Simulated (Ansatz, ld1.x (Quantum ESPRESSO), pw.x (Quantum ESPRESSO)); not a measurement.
**What a changed setting does to a pw.x run (fcc Ca)**

Potential: norm-conserving Troullier–Martins (Kleinman–Bylander form), ld1.x (Quantum ESPRESSO) 7.5, PBE; core [Ar], reference 3d0 4s1.75 4p0.25; waves: 4s (bound): rc 3.15 bohr; 3d (bound, empty): rc 2.70 bohr; 4p (bound): rc 3.50 bohr; local part: the p channel; core correction: a·sin(br)/r model core, default radius (core density twice the valence density).

The reference run (k-mesh 10³, cutoffs 50/200 Ry, Fermi–Dirac 0.01 Ry, mixing_beta 0.4, conv_thr 1e-9, no spin) gives 0.22 GPa at 42.272 Å³/atom, where all-electron LAPW gives -0.01 GPa. This run, with its own iteration cap, changes smearing to mv.

```
&control
  calculation='scf', prefix='x', pseudo_dir='./', outdir='./tmp', tstress=.true., disk_io='none'
/
&system
  ibrav=0, nat=1, ntyp=1, ecutwfc=50, ecutrho=200, nbnd=8,
  occupations='smearing', smearing='mv', degauss=0.01
/
&electrons
  conv_thr=1e-09, mixing_beta=0.4, electron_maxstep=70
/
ATOMIC_SPECIES
Ca 1.0 Ca.UPF
CELL_PARAMETERS angstrom
  0.00000000 2.76486714 2.76486714
  2.76486714 0.00000000 2.76486714
  2.76486714 2.76486714 0.00000000
ATOMIC_POSITIONS crystal
Ca 0.0000 0.0000 0.0000
K_POINTS automatic
10 10 10 0 0 0
```

```bash
pw.x < Ca.scf.in > Ca.scf.out
```

**Question.** How does the run end?

**Answer.** It converges in 6 iterations; the free energy moves by +35.4 meV/atom and the pressure by -0.05 GPa. This scheme is built to cancel the term in the square of the width that Fermi–Dirac smearing leaves in the F of a metal.

```
Message from routine setup:
     using ibrav=0 with symmetry is DISCOURAGED, use correct ibrav instead
     lattice parameter (alat)  =       7.3890  a.u.
     unit-cell volume          =     285.2656 (a.u.)^3
     number of electrons       =         2.00
     number of Kohn-Sham states=            8
     kinetic-energy cutoff     =      50.0000  Ry
     charge density cutoff     =     200.0000  Ry
     scf convergence threshold =      1.0E-09
     Exchange-correlation= PBE
     number of k points=    47  Marzari-Vanderbilt smearing, width (Ry)=  0.0100
     iteration #  1     ecut=    50.00 Ry     beta= 0.40
     total energy              =      -2.41691168 Ry
     estimated scf accuracy    <       0.00147210 Ry
     iteration #  2     ecut=    50.00 Ry     beta= 0.40
     total energy              =      -2.41719172 Ry
     estimated scf accuracy    <       0.00054578 Ry
     iteration #  3     ecut=    50.00 Ry     beta= 0.40
     total energy              =      -2.41720914 Ry
     estimated scf accuracy    <       0.00000245 Ry
     iteration #  4     ecut=    50.00 Ry     beta= 0.40
     total energy              =      -2.41720995 Ry
     estimated scf accuracy    <       0.00000016 Ry
     iteration #  5     ecut=    50.00 Ry     beta= 0.40
     total energy              =      -2.41720997 Ry
     estimated scf accuracy    <          3.7E-09 Ry
     iteration #  6     ecut=    50.00 Ry     beta= 0.40
     the Fermi energy is     2.1534 ev
!    total energy              =      -2.41720998 Ry
     estimated scf accuracy    <          7.2E-10 Ry
     smearing contrib. (-TS)   =       0.00000180 Ry
     The total energy is F=E-TS. E is the sum of the following terms:
     one-electron contribution =       1.13577595 Ry
     hartree contribution      =       0.00203901 Ry
     xc contribution           =      -1.80000240 Ry
     ewald contribution        =      -1.75502433 Ry
     convergence has been achieved in   6 iterations
          total   stress  (Ry/bohr**3)                   (kbar)     P=        1.65
     Message from routine punch:
     Nothing written, as per user request (disk_io='none')
```

The run took about 7.6 s on one core of a shared host (Neoverse-V1, 32 threads, 247 GiB, load 17).
